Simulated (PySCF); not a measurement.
Compound: C2H3Cl2 (doublet state).
Geometry (PBE0-D3(BJ)/def2-SVP, Å), atoms numbered from 1 in this order:
```xyz
7
C2H3Cl2 angstrom
C     -0.6655   -0.2468   -0.0417
C      0.7279    0.2332   -0.2099
Cl     2.0088   -0.7841    0.3198
Cl     1.0229    1.9248   -0.1260
H     -0.9923   -0.1939    1.0144
H     -0.7445   -1.2934   -0.3697
H     -1.3506    0.3700   -0.6410
```

The species is `Cl[C](C)Cl` [radical].

Method: UKS B3LYP, IGLO-III on C Cl, pcH-1 on H, non-relativistic, mean-field spin-orbit, GIAO (PySCF). Geometry: PBE0-D3(BJ)/def2-SVP; no solvent, vibrations or thermal averaging. The SCF solution wasn't tested for stability.

The largest Mulliken spin populations are on C2 (+0.83), Cl4 (+0.08), Cl3 (+0.08) and C1 (-0.08). C2 is the only atom above +0.15. The angles at C2 add up to 352.6°, so it is slightly pyramidal.

(1) List the C–H protons on four-coordinate carbons next to a three-coordinate spin centre, with their couplings and θ (C–H bond against the normal to the plane of the centre's neighbours, projected along the bond that joins the two).

(2) What would the freely rotating methyl group on C1 show?

## Answers

(1) 
| β H | on | centre | θ (°) | cos²θ | a (G) |
| --- | --- | --- | --- | --- | --- |
| H5 | C1 | C2 | 0 | 1.00 | +44.08 |
| H6 | C1 | C2 | 60 | 0.25 | +8.70 |
| H7 | C1 | C2 | 60 | 0.25 | +8.61 |

Fitting the Heller–McConnell form a = ρ(B0 + B2 cos²θ), with Mulliken ρ = 0.83, gives B0 = -3.7 G and B2 = 56.7 G, with a largest miss of 0.0 G. By this fit the coupling would be 44.1 G at θ = 0° and -3.1 G at 90°.

(2) Three equal couplings, a 1:3:3:1 quartet. The mean of the three values of this geometry estimates the splitting: 20.5 G, or 57.5 MHz (three bonds 120° apart have a mean cos²θ of 1/2 at any torsion).

Couplings in gauss use g_iso = 2.0077.
